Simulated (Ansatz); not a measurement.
Basis-set extrapolation for `[C-]#C` (PBE0-D4/def2-TZVPD geometry, frozen core, Ansatz 0.2.0). Multiplicity 1, RHF reference.

```json
{"": "HF", "def2-TZVPPD": "-76.233645", "def2-QZVPPD": "-76.238070"}
{"": "MP2 correlation", "def2-TZVPPD": "-0.314173", "def2-QZVPPD": "-0.333056"}
{"": "CCSD(T) correlation", "def2-TZVPPD": "-0.341725", "def2-QZVPPD": "-0.357908"}
```

Energies in hartree. Use E(X) = E(∞) + A·exp(−7.88·√X) for Hartree–Fock and E(X) = E(∞) + B·X^(−2.97) for correlation, with X = 3 and 4.

Task: What is the CCSD(T) energy at the basis-set limit?

Result: HF limit: -76.238070 + (-0.004425) × 0.13774 = -76.23868. Correlation limit: -0.357908 + (-0.016183) × 0.74074 = -0.36990. Total: -76.60858 hartree, 20.8 kcal/mol below CCSD(T)/def2-TZVPPD.
